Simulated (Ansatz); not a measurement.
Relaxation of CH8SSi (11 atoms, charge 0, multiplicity 1), to a largest force component of 0.03 eV/Å in at most 50 steps.

All numbers below come from Ansatz 0.2.0, RKS PBE/def2-SVP.

```xyz
11
Properties=species:S:1:pos:R:3
Si 0.139 -0.003 0.178
C 0.199 -0.030 2.059
H -0.710 -0.433 2.550
H 1.035 -0.679 2.404
H 0.390 0.981 2.474
H 1.555 -0.103 -0.346
H -0.452 1.254 -0.374
H -0.604 -1.213 -0.328
S -3.081 0.731 0.869
H -3.138 -0.415 0.139
H -2.074 0.217 1.668
```

Q: Where does it end, and by what steps?

A: The run converged. The force dipped under the threshold on the way, but the program's further checks kept it going. After 34 steps the energy has fallen by 0.276 eV; H11 moved furthest, 1.70 Å.

```json
{"step": "0", "energy less start (eV)": "0.0000", "largest force component (eV/Å)": "0.636", "accepted": "yes"}
{"step": "2", "energy less start (eV)": "-0.1585", "largest force component (eV/Å)": "0.120", "accepted": "yes"}
{"step": "4", "energy less start (eV)": "-0.1989", "largest force component (eV/Å)": "0.152", "accepted": "yes"}
{"step": "6", "energy less start (eV)": "-0.2258", "largest force component (eV/Å)": "0.366", "accepted": "yes"}
{"step": "8", "energy less start (eV)": "-0.1104", "largest force component (eV/Å)": "0.965", "accepted": "no"}
{"step": "10", "energy less start (eV)": "-0.2563", "largest force component (eV/Å)": "0.120", "accepted": "yes"}
{"step": "12", "energy less start (eV)": "-0.2641", "largest force component (eV/Å)": "0.214", "accepted": "yes"}
{"step": "14", "energy less start (eV)": "-0.2667", "largest force component (eV/Å)": "0.126", "accepted": "yes"}
{"step": "16", "energy less start (eV)": "-0.2692", "largest force component (eV/Å)": "0.188", "accepted": "yes"}
{"step": "18", "energy less start (eV)": "-0.2717", "largest force component (eV/Å)": "0.007", "accepted": "yes"}
{"step": "20", "energy less start (eV)": "-0.2724", "largest force component (eV/Å)": "0.069", "accepted": "yes"}
{"step": "22", "energy less start (eV)": "-0.2728", "largest force component (eV/Å)": "0.014", "accepted": "yes"}
{"step": "24", "energy less start (eV)": "-0.2735", "largest force component (eV/Å)": "0.146", "accepted": "yes"}
{"step": "26", "energy less start (eV)": "-0.2743", "largest force component (eV/Å)": "0.023", "accepted": "yes"}
{"step": "28", "energy less start (eV)": "-0.2747", "largest force component (eV/Å)": "0.051", "accepted": "yes"}
{"step": "30", "energy less start (eV)": "-0.2750", "largest force component (eV/Å)": "0.042", "accepted": "yes"}
{"step": "32", "energy less start (eV)": "-0.2754", "largest force component (eV/Å)": "0.124", "accepted": "yes"}
{"step": "34", "energy less start (eV)": "-0.2761", "largest force component (eV/Å)": "0.003", "accepted": "yes"}
```

```xyz
11
Properties=species:S:1:pos:R:3
Si 0.384 -0.067 0.148
C 0.439 0.134 2.024
H -0.569 0.408 2.397
H 0.756 -0.807 2.516
H 1.150 0.933 2.315
H 1.735 -0.446 -0.403
H -0.050 1.209 -0.524
H -0.588 -1.150 -0.250
S -3.514 0.577 1.291
H -2.997 0.238 0.078
H -3.490 -0.721 1.701
```

Whether the end is a true minimum wasn't checked by a vibrational analysis.

The run took 35 s on 2 threads of Intel(R) Xeon(R) Platinum 8488C (Sapphire Rapids), on a shared host, peak memory 0.14 GiB.
